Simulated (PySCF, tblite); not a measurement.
Borane, BH3.
Atom-mapped SMILES: `[BH3:1]` (hydrogens: H2, H3, H4 on B1)

Computed with GFN2-xTB (tblite), gas phase: Langevin dynamics at 300 K from the optimised GFN2-xTB geometry, time step 0.5 fs, friction 0.01 fs⁻¹, 2000 steps. Over the second half of the run the saved frames average 288 K.

Frame at 250 fs, instantaneous temperature 359 K:
```
atom  x, y, z in Å
B1     -1.085   -0.357    0.751
H2     -1.209   -0.964    1.763
H3     -2.005   -0.463    0.115
H4     -0.182    0.401    0.477
```

Frame at 425 fs, instantaneous temperature 335 K:
```
atom  x, y, z in Å
B1     -1.494   -0.732    0.461
H2     -0.618   -1.183    0.938
H3     -2.337   -1.438    0.247
H4     -1.653    0.384    0.198
```

Frame at 625 fs, instantaneous temperature 355 K:
```
atom  x, y, z in Å
B1     -1.263   -2.093    0.796
H2     -1.322   -3.092    1.450
H3     -0.323   -1.378    0.709
H4     -2.215   -1.672    0.157
```

Frame at 800 fs, instantaneous temperature 345 K:
```
atom  x, y, z in Å
B1     -0.429   -1.371    0.523
H2     -0.934   -1.548   -0.550
H3     -0.672   -2.130    1.473
H4      0.551   -0.678    0.529
```

Frame at 1000 fs, instantaneous temperature 258 K:
```
atom  x, y, z in Å
B1     -1.070   -1.076    0.819
H2     -1.892   -0.596    0.042
H3     -1.193   -2.056    1.405
H4     -0.036   -0.458    0.811
```

Problem. What do single points at PBE0/def2-SVPD (PySCF, gas phase, TDDFT, vertical, frozen core in the response) give on these frames?

Solution. 
```
t (fs)  GFN2-xTB E above start (eV)  DFT E above lowest frame (eV)  HOMO (eV)  LUMO (eV)  dipole (D)  S1 (eV)  f(S1)
   250                         0.11                           0.12      -9.72      -1.93        0.12     5.63  0.000
   425                         0.13                           0.28      -9.88      -1.86        0.07     5.85  0.000
   625                         0.08                           0.00      -9.59      -1.94        0.09     5.51  0.000
   800                         0.14                           0.05      -9.79      -2.03        0.25     5.62  0.000
  1000                         0.10                           0.04      -9.53      -1.95        0.16     5.45  0.000
```

The two levels order the frames alike by energy but for pairs within 0.08 eV at one level; measured from each level's lowest frame they differ by 0.23 eV at most. The HOMO–LUMO gap runs from 7.58 to 8.02 eV. These are instantaneous structures, not minima.

The cost below is that of the whole dynamics run. Hardware: Arm Neoverse V1, one thread, no GPU, shared host. Cost: 3.0 s, 0.18 GiB resident at most.
